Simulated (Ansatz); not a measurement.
in.yaml

```yaml
crystal:
  periodic: [false, false, false]
  atoms:
    - {symbol: Al, position_ang: [0.000000, 0.000000, -0.910497]}
    - {symbol: P, position_ang: [0.000000, 0.000000, 2.477321]}
    - {symbol: C, position_ang: [0.000000, 0.000000, 0.902670]}
    - {symbol: H, position_ang: [0.000000, 0.000000, -2.469495]}
basis:
  gaussian: {orbitals: cc-pVDZ}
total_charge: 1
magnetization: {spin_polarized: true, initial_magnetization: 0}
hamiltonian: {xc: {name: PBE0}}
correlation: {method: ccsd_t, electrons: outside_noble_gas}
accuracy: high
```

```sh
$ ansatz run in.yaml --threads 1 --pin off --events-out ev --progress --plain --max-ram 2393MiB
```

Output:

```
1105 factors; integrals over basis functions are off by at most 3.3e-9 eV
mean field evaluation 1: about -16904.1532 eV, gradient 5.7e1 eV
mean field evaluation 2: about -16904.2613 eV, gradient 5.7e1 eV
mean field evaluation 4: about -16916.3996 eV, gradient 2.4e1 eV
mean field evaluation 8: about -16921.3036 eV, gradient 9.3e-1 eV
mean field evaluation 16: about -16921.3113 eV, gradient 9.3e-6 eV
mean field evaluation 32: about -16896.8311 eV, gradient 1.1e1 eV
mean field -16921.31129248 eV, -621.8467203219 hartree, gradient 1.8e-8 eV, S^2 0.000000; 2 other end points of the search recorded, 0 dependent functions left out
11 core orbitals not correlated: weight in the atoms' cores, before any rotation towards them, 1.000 or more for the frozen orbitals, at most 0.000 for the correlated occupied ones
reference -16892.27009109 eV, -620.7794758557 hartree; 6, 6 occupied and 38, 38 virtual orbitals, 1105 factors
second order -8.11880594 eV of doubles, -0.20507378 eV of singles
cycle   1  -8.00231195 eV  change    3.2e-1 eV  update   1.1e-1
cycle   2  -8.38530404 eV  change   -3.8e-1 eV  update   3.8e-2
cycle   3  -8.48030521 eV  change   -9.5e-2 eV  update   1.5e-2
cycle   4  -8.48671083 eV  change   -6.4e-3 eV  update   5.1e-3
cycle   5  -8.48892901 eV  change   -2.2e-3 eV  update   2.3e-3
cycle   6  -8.48803475 eV  change    8.9e-4 eV  update   5.3e-4
cycle   7  -8.48816984 eV  change   -1.4e-4 eV  update   1.7e-4
cycle   8  -8.48825494 eV  change   -8.5e-5 eV  update   5.4e-5
cycle   9  -8.48823570 eV  change    1.9e-5 eV  update   2.0e-5
cycle  10  -8.48822895 eV  change    6.7e-6 eV  update   5.3e-6
cycle  11  -8.48822984 eV  change   -8.8e-7 eV  update   2.0e-6
cycle  12  -8.48822881 eV  change    1.0e-6 eV  update   6.0e-7
cycle  13  -8.48822946 eV  change   -6.4e-7 eV  update   2.1e-7
cycle  14  -8.48822957 eV  change   -1.1e-7 eV  update   6.9e-8
cycle  15  -8.48822954 eV  change    2.6e-8 eV  update   3.5e-8
cycle  16  -8.48822946 eV  change    8.7e-8 eV  update   1.1e-7
cycle  17  -8.48822944 eV  change    1.4e-8 eV  update   3.3e-8
cycle  18  -8.48822943 eV  change    1.1e-8 eV  update   1.1e-8
cycle  19  -8.48822943 eV  change    2.5e-9 eV  update   4.3e-9
cycle  20  -8.48822943 eV  change   1.1e-10 eV  update   1.2e-9
perturbative correction -0.48821552 eV, -0.0179415893 hartree
Total energy: -16901.24653604 eV, -621.1093541230 hartree
```

Ran on 1 thread of Arm Neoverse V2, shared host: 9.5 s wall, 0.24 GiB peak host memory.
